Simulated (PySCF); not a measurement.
Compound: C5H6S.
SMILES with atom numbers: `[CH3:1][c:2]1[cH:3][cH:4][s:5][cH:6]1` (hydrogens: H7, H8, H9 on C1; H10 on C3; H11 on C4; H12 on C6)

The closed-shell ground state was solved at several levels (PySCF, density fitting, gas phase, non-relativistic). Isolated species at its PBE0-D3(BJ)/def2-SVP geometry, gas phase.

```csv
level,basis functions,HOMO (eV),LUMO (eV),gap (eV),dipole (D)
PBE0/def2-TZVP,228,-6.65,-0.27,6.38,0.91
PBE0/6-31G*,100,-6.44,0.10,6.54,0.95
CAM-B3LYP/pcSseg-1,139,-7.94,0.85,8.79,0.87
B97-2/pcSseg-1,139,-6.47,-0.32,6.15,0.91
B97-D/pcSseg-1,139,-5.59,-1.05,4.54,0.85
PBE0/def2-SVPD,175,-6.73,-0.33,6.40,0.97
BHandHLYP/pcSseg-1,139,-7.55,0.76,8.31,0.93
B3LYP/pcSseg-1,139,-6.48,-0.44,6.04,0.84
LC-wPBE/pcSseg-1,139,-9.31,1.84,11.15,0.95
KT2/pcSseg-1,139,-5.67,-1.11,4.56,0.88
LDA/pcSseg-1,139,-5.85,-1.33,4.52,0.88
wB97X-D/pcSseg-1,139,-8.53,1.45,9.98,0.96
PBE0/def2-SVP,118,-6.64,-0.12,6.52,0.87
```

**Question.** What might OPBE/pcSseg-1 (139 basis functions) give for the same quantities?

**Answer.** HOMO -5.66 eV, LUMO -1.06 eV, gap 4.60 eV, dipole 0.89 D.

**Question.** Over all these levels, which gives the widest orbital gap and which the narrowest?

**Answer.** LC-wPBE/pcSseg-1 (range-separated hybrid) has the widest, 11.15 eV, and LDA/pcSseg-1 (LDA) the narrowest, 4.52 eV. The two share the basis. From the narrowest to the widest the HOMO moves by -3.46 eV and the LUMO by +3.17 eV.

**Question.** How much does the basis alone move the frontier levels among the 4 PBE0 rows?

**Answer.** The HOMO by 0.29 eV and the LUMO by 0.43 eV. By rising basis size (HOMO, LUMO in eV): 6-31G* -6.44, 0.10; def2-SVP -6.64, -0.12; def2-SVPD -6.73, -0.33; def2-TZVP -6.65, -0.27.

**Question.** In the pcSseg-1 basis, how does the gap go with the fixed share of exact exchange?

**Answer.** LDA (0 %) 4.52 eV; B97-D (0 %) 4.54 eV; KT2 (0 %) 4.56 eV; OPBE (0 %) 4.60 eV; B3LYP (20 %) 6.04 eV; B97-2 (21 %) 6.15 eV; BHandHLYP (50 %) 8.31 eV. Each rise in the share widens the gap here.

**Question.** How far do the dipole and the HOMO energy spread over the levels?

**Answer.** The dipole runs from 0.84 to 0.97 D (mean 0.90 D) and the HOMO from -9.31 to -5.59 eV.
